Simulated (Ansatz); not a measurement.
# GeN⁺, triplet in cc-pVDZ: errors against full CI

Geometry: a PBE0/def2-TZVP stationary point for this spin.

```xyz
2

Ge    0.0000    0.0000    0.0000
N     0.0000    0.0000    1.9011
```

Basis cc-pVDZ; Ansatz 0.2.0. Correlated methods freeze the noble-gas cores and the filled d shells of p-block atoms, which leaves 8 electrons in 26 orbitals. Prefix R: restricted or restricted open-shell reference; prefix U: unrestricted. Active spaces: valence = (8e, 8o) chosen from the atoms' valence shells. No spin–orbit coupling is included, and no scalar relativity.

Full CI is exact within this basis and frozen core; it isn't the basis-set limit. The frozen core follows each run's orbitals, which can shift R against U totals by a few meV for light atoms and by up to 0.1 eV past Ca.

```
UHF ⟨S²⟩                          : 2.023
T1 diagnostic (RCCSD)             : 0.0301
largest doubles amplitude (RCCSD) : 0.065
```

| level | E − E(full CI) (kcal/mol) | share of correlation (%) | wall time |
| --- | --- | --- | --- |
| RHF | 118.72 | 0.00 | – |
| RMP2 | 24.01 | 79.77 | – |
| RCCSD | 4.15 | 96.51 | – |
| RCCSD(T) | 1.00 | 99.16 | 5.5 s |
| BCCD(T) | 1.03 | 99.13 | 4.7 s |
| RCCSDT | 0.25 | 99.79 | – |
| RCCSDT(Q) | 0.00 | 100.00 | 9.5 s |
| RCCSDTQ | -0.02 | 100.02 | 32 s (H100) |
| CASSCF (valence space) | 77.47 | 34.75 | – |
| NEVPT2 (valence space) | 14.54 | 87.76 | 3.9 s |
| MRCISD (valence space) | 3.58 | 96.99 | – |
| MRCISD+Q (valence space) | -0.14 | 100.12 | 4.8 s |

The correlation energy at full CI, counted from RHF, is -5.148 eV. That run took 43 s on 2 threads of AMD EPYC 7R13 with a shared H100 80 GB, shared host over 55,868,912 determinants.

Run but not shown, since their state or frozen core can't be matched to the reference's or they repeat it: UHF, UMP2, UCCSD, UCCSD(T), UCCSDT, UCCSDT(Q), UCCSDTQ.

Times hold each run's SCF and search for its determinant on a shared host, so for small cases they say little of a method's own cost; rows without a card ran on 1 thread of AMD EPYC 7R13.

Not variational, and here over 5 meV under the exact energy: MRCISD+Q (valence space).

The full-CI state has the irrep A2 of C2v, in the program's axes (one component, if the state is degenerate).

Natural occupations of full CI about the gap: 1.967 1.941 1.897 0.986 0.986 0.059 0.046 0.046 0.010 0.010; effectively unpaired electrons, Σ n²(2−n)², 2.09.
